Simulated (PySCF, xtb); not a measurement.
BeH, SMILES [BeH], multiplicity 2.

Harmonic wavenumbers (cm⁻¹) from GFN2-xTB (xtb) at its own minimum, in rising order: 1882.

Q: What does PBE0-D3(BJ)/def2-TZVPD in PySCF 2.14.0 give at its own minimum? (The exact figures need the calculation; the answer reports its results.)

A: 2030. Paired by order, the mean absolute difference is 148 cm⁻¹ and the zero-point energies are 2.7 and 2.9 kcal/mol.
